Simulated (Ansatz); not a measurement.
**SiOF radical (SMILES O=[Si]F): functionals against CCSD(T) at one geometry**

The task here is to estimate one member of a computed series from the others.

Method: single points in def2-TZVPP; program: Ansatz 0.2.0, Gaussian basis.

Correlated methods freeze the cores. Orbitals are unrestricted.

## The system as given

3 atoms, charge 0, spin multiplicity 2.

Atoms are counted from 1 here; the program's logs count them from 0.

Bond lengths: O1–Si2 1.485 Å, Si2–F3 1.594 Å. Angles: O1–Si2–F3 120.6°.

As a file:

```tsv
atom	x (Å)	y (Å)	z (Å)
O1	0.1917	1.2607	0.2213
Si2	0.4442	-0.2018	0.1649
F3	-0.5453	-1.1654	-0.6301
```

The first run:

Input file run/in.yaml:

```yaml
crystal:
  periodic: [false, false, false]
  atoms:
    - {symbol: O, position_ang: [0.191700, 1.260700, 0.221300]}
    - {symbol: Si, position_ang: [0.444200, -0.201800, 0.164900]}
    - {symbol: F, position_ang: [-0.545300, -1.165400, -0.630100]}
basis:
  gaussian: {orbitals: def2-TZVPP}
magnetization: {spin_polarized: true, initial_magnetization: 1}
correlation: {method: ccsd_t}
scf: {omitted_lower_state_checks: [cluster_reference]}
output: {forces: true}
```

No record of the launch command was kept for these runs.

Among the steps run: CCSD(T)/def2-TZVPP; PBE0-D4/def2-TZVPP; wB97M-V/def2-TZVPP; r2SCAN-D4/def2-TZVPP; PBE-D4/def2-TZVPP; LC-wPBE/def2-TZVPP; wB97X-V/def2-TZVPP.

One table of the session follows, with a row left open; its other results are not shown here.

```
   method  RMS force component (eV/Å)  angle to CCSD(T) forces (°)  dipole (D)
  CCSD(T)                       1.259                    reference        2.73
  PBE0-D4                           ?                            ?           ?
  wB97M-V                       1.027                          3.2        2.87
r2SCAN-D4                       1.111                          1.4        2.69
   PBE-D4                       1.413                         15.2        2.50
  LC-wPBE                       0.801                          9.1        3.01
  wB97X-V                       1.004                          2.2        2.85
```

**Question.** Estimate the row for PBE0-D4.

As computed: RMS force component (eV/Å): 1.010; angle to CCSD(T) forces (°): 2.1; dipole (D): 2.77. In the column «RMS force component (eV/Å)» it lies between wB97X-V (1.004) and wB97M-V (1.027).
